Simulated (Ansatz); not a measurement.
**H₄MgOSi (SMILES [MgH][O][SiH3]): one structure at several levels**

The task here is to estimate one member of a computed series from the others.

Method: single points in def2-TZVPP; program: Ansatz 0.2.0, Gaussian basis.

Cores are frozen in the correlated methods. The outer core shell of Li, Na, Mg and K is correlated.

### The starting structure

SMILES `[MgH][O][SiH3]`, 7 atoms, charge 0, spin multiplicity 1.

Atoms are counted from 1 here; the program's logs count them from 0.

Bond lengths: Mg1–O2 1.804 Å, Mg1–H4 1.427 Å, O2–Si3 1.437 Å, Si3–H5 1.616 Å, Si3–H6 1.454 Å, Si3–H7 1.450 Å. Angles: O2–Mg1–H4 165.7°, Mg1–O2–Si3 173.8°, O2–Si3–H5 103.9°, O2–Si3–H6 109.7°, O2–Si3–H7 121.6°, H5–Si3–H6 111.2°, H5–Si3–H7 106.5°, H6–Si3–H7 104.0°.

As a file:

```mol
H4MgOSi
  3D, bonds by distance, orders not assigned

  7  6  0  0  0  0  0  0  0  0999 V2000
   -1.8315   -0.8958   -0.5097 Mg  0  0
   -0.1729   -0.2737   -0.1702 O   0  0
    1.0951    0.2657    0.2389 Si  0  0
   -3.1440   -1.1269   -1.0189 H   0  0
    1.6971    0.9094   -1.1158 H   0  0
    0.8882    1.2826    1.2577 H   0  0
    2.1369   -0.5776    0.7922 H   0  0
  1  2  8  0
  1  4  8  0
  2  3  8  0
  3  5  8  0
  3  6  8  0
  3  7  8  0
M  END
```

The first run:

run/in.yaml reads:

```yaml
crystal:
  periodic: [false, false, false]
  atoms:
    - {symbol: Mg, position_ang: [-1.831500, -0.895800, -0.509700]}
    - {symbol: O, position_ang: [-0.172900, -0.273700, -0.170200]}
    - {symbol: Si, position_ang: [1.095100, 0.265700, 0.238900]}
    - {symbol: H, position_ang: [-3.144000, -1.126900, -1.018900]}
    - {symbol: H, position_ang: [1.697100, 0.909400, -1.115800]}
    - {symbol: H, position_ang: [0.888200, 1.282600, 1.257700]}
    - {symbol: H, position_ang: [2.136900, -0.577600, 0.792200]}
basis:
  gaussian: {orbitals: def2-TZVPP}
correlation: {method: ccsd_t}
output: {forces: true}
```

No record of the launch command was kept for these runs.

Steps of the session up to this table: CCSD(T)/def2-TZVPP; PBE0-D4/def2-TZVPP; wB97M-V/def2-TZVPP; r2SCAN-D4/def2-TZVPP; PBE-D4/def2-TZVPP; CAM-B3LYP-D4/def2-TZVPP; BHLYP-D4/def2-TZVPP.

One of the session's tables, all rows but one given; the rest of the session is left out.

| method | RMS force component (eV/Å) | angle to CCSD(T) forces (°) | dipole (D) |
| --- | --- | --- | --- |
| CCSD(T) | 3.455 | reference | 3.40 |
| PBE0-D4 | 3.371 | 1.6 | 3.40 |
| wB97M-V | 3.405 | 0.4 | 3.44 |
| r2SCAN-D4 | ? | ? | ? |
| PBE-D4 | 3.472 | 1.8 | 3.36 |
| CAM-B3LYP-D4 | 3.366 | 1.0 | 3.37 |
| BHLYP-D4 | 3.307 | 2.4 | 3.42 |

Q: Estimate the row for r2SCAN-D4 from the others.

**Answer.** RMS force component (eV/Å): 3.398; angle to CCSD(T) forces (°): 1.4; dipole (D): 3.36. In the column «RMS force component (eV/Å)» it lies between PBE0-D4 (3.371) and wB97M-V (3.405).
